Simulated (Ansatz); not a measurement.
# BH₃OSi (SMILES OB=[SiH2]): single points off equilibrium

One table from this session's results is given with a row withheld; the runs are named, their logs left out.

Method: single points in def2-TZVPP; program: Ansatz 0.2.0, Gaussian basis.

Correlated methods freeze the cores.

### Starting geometry

SMILES `OB=[SiH2]`, 6 atoms, charge 0, spin multiplicity 1.

Atoms are counted from 1 here; the program's logs count them from 0.

Bond lengths: O1–B2 1.287 Å, O1–H4 0.958 Å, B2–Si3 1.820 Å, Si3–H5 1.454 Å, Si3–H6 1.427 Å. Angles: B2–O1–H4 123.2°, O1–B2–Si3 154.6°, B2–Si3–H5 120.6°, B2–Si3–H6 122.7°, H5–Si3–H6 108.1°.

As a file:

```xyz
6
charge 0, multiplicity 1
O     0.39910   -1.89970    0.15350
B     0.42440   -0.61550    0.22910
Si   -0.22140    1.06120   -0.05910
H    -0.30800   -2.38660   -0.27210
H     0.39780    1.93350   -1.04370
H    -0.74460    1.87660    0.98920
```

The first run:

Input file run/in.yaml:

```yaml
crystal:
  periodic: [false, false, false]
  atoms:
    - {symbol: O, position_ang: [0.399100, -1.899700, 0.153500]}
    - {symbol: B, position_ang: [0.424400, -0.615500, 0.229100]}
    - {symbol: Si, position_ang: [-0.221400, 1.061200, -0.059100]}
    - {symbol: H, position_ang: [-0.308000, -2.386600, -0.272100]}
    - {symbol: H, position_ang: [0.397800, 1.933500, -1.043700]}
    - {symbol: H, position_ang: [-0.744600, 1.876600, 0.989200]}
basis:
  gaussian: {orbitals: def2-TZVPP}
correlation: {method: ccsd_t}
output: {forces: true}
```

No record of the launch command was kept for these runs.

Steps of the session up to this table: CCSD(T)/def2-TZVPP; PBE0-D4/def2-TZVPP; wB97M-V/def2-TZVPP; r2SCAN-D4/def2-TZVPP; PBE-D4/def2-TZVPP; wB97X-V/def2-TZVPP; BHLYP-D4/def2-TZVPP.

One of the session's tables, all rows but one given; the rest of the session is left out.

```
   method  RMS force component (eV/Å)  angle to CCSD(T) forces (°)  dipole (D)
  CCSD(T)                       0.700                    reference        2.58
  PBE0-D4                           ?                            ?           ?
  wB97M-V                       0.573                         10.8        2.71
r2SCAN-D4                       0.589                         13.2        2.68
   PBE-D4                       0.688                         19.3        2.65
  wB97X-V                       0.615                         12.2        2.64
 BHLYP-D4                       0.490                         24.2        2.58
```

**Question.** Estimate the row for PBE0-D4.

As computed: RMS force component (eV/Å): 0.563; angle to CCSD(T) forces (°): 15.6; dipole (D): 2.63. In the column «RMS force component (eV/Å)» it lies between BHLYP-D4 (0.490) and wB97M-V (0.573).
